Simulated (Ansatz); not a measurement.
What each rung costs, and what it gives

The pair of HCl (SMILES Cl, atoms 1–2) and CH$_{2}$O (SMILES C=O, atoms 3–6), both closed shells, in one local arrangement (a lower one may exist), relaxed at PBE0-D4/def2-TZVP:

```
6
angstrom
Cl 0.3551 0.0291 -2.5153
H -0.3768 -0.0546 -1.4383
C 0.0161 0.0077 0.9951
O -0.9443 -0.1144 0.2841
H -0.0828 0.0021 2.0946
H 1.0328 0.1301 0.5798
```

Interaction energies are counterpoise-corrected; the time is that of the whole pair.

Ansatz 0.2.0; basis: as named in each row; cores frozen in the correlated methods. B3LYP uses VWN-RPA correlation. Extrapolation: Hartree–Fock as exp(−7.88 √X), correlation as X^−2.97.

Times are rough, for one single point on 2 threads of a shared host (Arm Neoverse V2).

The estimate by CCSD(T) at an estimated basis limit (MP2 extrapolated from triple and quadruple zeta, plus CCSD(T) − MP2 in triple zeta) is -5.54 kcal/mol.

| method | basis | time (s) | interaction energy (kcal/mol) | method less estimate |
| --- | --- | --- | --- | --- |
| HF | STO-3G | under 1 | -1.69 | 3.85 |
| PBE-D4 | STO-3G | under 1 | -8.49 | -2.95 |
| SPW92 | def2-SVP | under 1 | -9.21 | -3.67 |
| B3LYP-D4 | 6-31G | under 1 | -6.78 | -1.24 |
| PBE-D4 | def2-SVP | under 1 | -6.02 | -0.48 |
| PBE0-D4 | def2-SVP | under 1 | -6.00 | -0.46 |
| CCSD(T) | def2-SVP | under 1 | -2.52 | 3.02 |
| PBE-D4 | def2-TZVPPD | 1 | -6.53 | -0.99 |
| revPBE-D4 | def2-TZVPPD | 1 | -5.65 | -0.11 |
| BLYP-D4 | def2-TZVPPD | 1 | -5.74 | -0.20 |
| PBE0-D4 | def2-TZVPPD | 2 | -6.35 | -0.81 |
| B3LYP-D4 | def2-TZVPPD | 2 | -5.94 | -0.40 |
| HSE06-D4 | def2-TZVPPD | 2 | -6.32 | -0.78 |
| wB97M-V | def2-SVP | 2 | -5.09 | 0.45 |
| r2SCAN-D4 | def2-TZVPPD | 2 | -6.48 | -0.94 |
| B2PLYP | def2-TZVPPD | 3 | -5.04 | 0.50 |
| wB97X-V | def2-TZVPPD | 4 | -5.74 | -0.20 |
| wB97M-V | def2-TZVPPD | 5 | -5.60 | -0.06 |
| B97M-V | def2-TZVPPD | 6 | -5.87 | -0.33 |
| MP2 | def2-QZVPPD | 8 | -5.87 | -0.33 |
| CCSD(T) | def2-TZVPPD | 25 | -4.78 | 0.76 |

T1 diagnostic: at most 0.017.
